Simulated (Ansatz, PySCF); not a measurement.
Potential energy surface of H₂S, singlet: symmetric bend, bond length relaxed. Scanned: H-S-H angle. Other coordinates (S-H bond length) were minimised at PBE0/def2-TZVP. Each profile is relative to its own lowest point.

| a / ° | A | B | C |
|---|---|---|---|
| 180 | — | 291.2 | — |
| 167 | 303.4 | 267.0 | 315.7 |
| 157 | 249.9 | 223.7 | 260.8 |
| 147 | 188.8 | 171.9 | 197.2 |
| 137 | 130.0 | 120.6 | 136.0 |
| 127 | 79.1 | 75.1 | 82.8 |
| 117 | 39.1 | 38.5 | 40.9 |
| 107 | 12.3 | 13.0 | 12.8 |
| 97 | 0.0 | 0.0 | 0.0 |
| 87 | 3.6 | 0.4 | 4.2 |
| 77 | 23.6 | 14.9 | 26.5 |
| 67 | 59.7 | 43.4 | 67.2 |
| 60 | 93.3 | 71.2 | 105.5 |

Energies in kJ/mol.

Assign the columns to these levels of theory: Ansatz (a program for electronic structure) with CCSDT on RHF/cc-pVTZ, frozen core; restricted Hartree-Fock/6-31G*, spherical d (PySCF 2.14.0); RHF/aug-cc-pVQZ run with Ansatz.

A is RHF/aug-cc-pVQZ; B is CCSDT/cc-pVTZ; C is RHF/6-31G*.

A dash means that the run gave no value there, or that the column was ended at a point which the program doubted or which failed a test of continuity chosen for this set; such a test can also cut sound points.
